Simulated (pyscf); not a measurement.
A first-order saddle from PySCF, ωB97X-D3(BJ)/def2-SVP:

```xyz
8

O      0.5562    -0.6602    -1.4619
Si     0.0035    -0.0539    -0.1819
O      0.1221    -0.9952     1.2909
O     -0.0652     1.5067     0.2746
H      0.6632    -1.7916     1.1711
H     -0.5125     1.7454     1.0930
Cl    -2.3064    -0.6584     0.3186
H     -1.2264    -1.1528     1.1567
```
Charge 0, spin multiplicity 1.

Surface: singlet, charge 0. Lowest wavenumbers (cm⁻¹): 782i, 105, 216, 238, 281.

Question: Which two sides does it connect, and which bonds change?

Answer: `[O]=[Si]([OH])[OH]` + `[ClH]` <-> `[O]=[Si]([OH])[Cl]` + `[OH2]`, a four-centre exchange read from left to right: O–Si, Cl–H broken and Cl–Si, H–O formed. At CCSD(T)/def2-TZVPP + ΔMP2(QZVPP) it lies +9.4 kcal/mol from the left side and +3.8 kcal/mol from the right (each side as separated species at their lowest minima found). On the product side the descent ends in an adduct with a O–Si contact, 22.5 kcal/mol under the separated species and 24.2 kcal/mol under the saddle at ωB97X-D3(BJ)/def2-TZVP. What is counted as broken (O–Si) persists as a longer contact in the product adduct; parting that adduct is a step of its own. At ωB97X-D3(BJ)/def2-TZVP the barrier from the zero used here is 5.9 kcal/mol. One saddle was located; it need not be the lowest between these sides. The CCSD(T) − MP2 part came from Ansatz, without density fitting, on the same reference.
